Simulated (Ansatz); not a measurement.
**Down a group: vertical ionisation energies of O–CH$_{2}$, H2Si–O**

Ansatz 0.2.0, functionals in def2-QZVPP, HF, MP2 and coupled cluster extrapolated from def2-TZVPP and def2-QZVPP (exp(−7.88 √X), X^−2.97); geometries are PBE0/def2-TZVP minima. Wave-function levels freeze the cores; HF, MP2 and coupled cluster are restricted for singlets and unrestricted otherwise, Kohn–Sham unrestricted where that lies lower. The best estimate adds to that CCSD(T) limit the step from CCSD(T) to the highest level run in a smaller set (CCSDT(Q)/cc-pVDZ, CCSDT(Q)/cc-pVTZ). It lacks core correlation, which semilocal and hybrid functionals hold and which counts in their errors here, (a few kJ/mol in atomization energies of light atoms) is good to about 1 kcal/mol where the step is under 0.06 eV, as here, and is no measured value. An error is the level's value less this estimate. Energies are electronic, without zero-point terms. No spin–orbit coupling and no scalar relativity. B2PLYP's MP2 part freezes the cores and isn't at its limit in this set. CCSD(T)'s error is that step with its sign reversed, by construction, and steps from double-zeta sets run high. The species are chosen: bound, without strong static correlation by their natural occupations or amplitudes, in their lowest spin state as far as vertical gaps and like structures tell, with only the lowest ion state computed, and with a ladder that closes on the reference, so errors are smaller than for species at large; levels whose determinant breaks symmetry or spin markedly are left out.

| species | bonds (Å) | quantity | symmetry of the states | reference | value (eV) | error CCSD(T) | error PBE | error B97M-V | error B3LYP | error B2PLYP |
| --- | --- | --- | --- | --- | --- | --- | --- | --- | --- | --- |
| O–CH2, singlet | C–O 1.195, C–H 1.109, angles at C 116/122° | vertical ionisation to the doublet | A1 / B2 | limit + step to CCSDT(Q)/cc-pVTZ | 10.974 | 0.021 | -0.244 | -0.181 | -0.093 | -0.064 |
| H2Si–O, singlet | O–Si 1.516, Si–H 1.486, angles at Si 112/124° | vertical ionisation to the doublet | A1 / B2 | limit + step to CCSDT(Q)/cc-pVDZ | 11.008 | -0.002 | -0.248 | -0.273 | -0.208 | -0.081 |

C and Si lie within 0.05 eV, too close for this set-up to order.
